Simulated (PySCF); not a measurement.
**NaN: a base run and its variants**

Base input, run as `OMP_NUM_THREADS=1 python input.py` with PySCF 2.14:

```python
from pyscf import gto, dft
from pyscf.geomopt.geometric_solver import optimize

mol = gto.M(
    atom='Na 0 0 0; N 0 0 2.564',
    basis='6-31+g*',
    charge=0,
    spin=2,
    verbose=4,
)
mf = dft.UKS(mol, xc='wb97x')
mf = mf.density_fit(auxbasis='def2-universal-jkfit')
mf.kernel()
g = mf.nuc_grad_method()
g.grid_response = True
mol_eq = optimize(g.as_scanner(), maxsteps=30)
print('optimised geometry (angstrom)')
print(mol_eq.tostring('raw'))
print('orbital energies (hartree):', [e[max(0, n-3):n+3].round(4) for e, n in zip(mf.mo_energy, mol.nelec)])
```

Base result: E(SCF) = -216.859188 Eh, 12 cycles, ⟨S²⟩ = 2.084, all at the start geometry; optimised bond 2.238 Å with E = -216.866421 Eh after 7 steps. The last line lists the levels of the start geometry. No search for the lowest solution was made.

It ran on Arm Neoverse V1 (1 thread, shared host) in 22 s, peak memory 0.24 GiB.

Each row names what differs from the base; energies in brackets are changes from the base.

| change | result | wall time (s) |
| --- | --- | --- |
| spin-free X2C: off → on [basis contracted without relativity] | E(SCF) = -217.079324 Eh, 12 cycles, ⟨S²⟩ = 2.085, all at the start geometry; optimised bond 2.237 Å with E = -217.086600 Eh after 7 steps | 26 |
| functional: wb97x → r2scan [spin-contaminated] | E(SCF) = -216.831965 Eh, 12 cycles, ⟨S²⟩ = 2.308, all at the start geometry; optimised bond 2.294 Å with E = -216.835555 Eh after 7 steps | 26 |
| step after the SCF: optimize → eomea; SCF type: UKS → UHF; functional: wb97x → none (Hartree–Fock); frozen orbitals: default → 0; number of roots: default → 3 | not converged: SCF after 50 cycles | 32 |
| density fitting: def2-universal-jkfit → auto | E(SCF) = -216.859176 Eh (+0.0003 eV), 12 cycles, ⟨S²⟩ = 2.084, all at the start geometry; optimised bond 2.238 Å with E = -216.866409 Eh after 7 steps | 16 |
| functional: wb97x → revtpss | E(SCF) = -216.828422 Eh, 12 cycles, ⟨S²⟩ = 2.125, all at the start geometry; optimised bond 2.267 Å with E = -216.833515 Eh after 7 steps | 26 |
| SCF type: UKS → RKS [runs as restricted open-shell] | E(SCF) = -216.854281 Eh (+0.1335 eV), 11 cycles, all at the start geometry; optimised bond 2.228 Å with E = -216.862469 Eh after 7 steps | 17 |
| spin (2S): 2 → 6 [a high spin state] | E(SCF) = -216.177256 Eh (+18.5563 eV), 11 cycles, ⟨S²⟩ = 12.000, all at the start geometry; optimised bond 3.505 Å with E = -216.197441 Eh after 8 steps | 19 |
| initial guess: minao → vsap | E(SCF) = -216.859188 Eh (+0.0000 eV), 11 cycles, ⟨S²⟩ = 2.084, all at the start geometry; optimised bond 2.238 Å with E = -216.866421 Eh after 7 steps | 20 |
| basis set: 6-31+g* → lanl2dz; core potential: off → on | E(SCF) = -54.791792 Eh, 12 cycles, ⟨S²⟩ = 2.235, all at the start geometry; optimised bond 2.293 Å with E = -54.796160 Eh after 7 steps | 9.2 |

Problem. Order these changes by how far they move the SCF energy from the base, largest first: (1) SCF type: UKS → RKS; (2) density fitting: def2-universal-jkfit → auto; (3) initial guess: minao → vsap.

Solution. (1) +0.1335 eV, (2) +0.0003 eV, (3) +0.0000 eV.
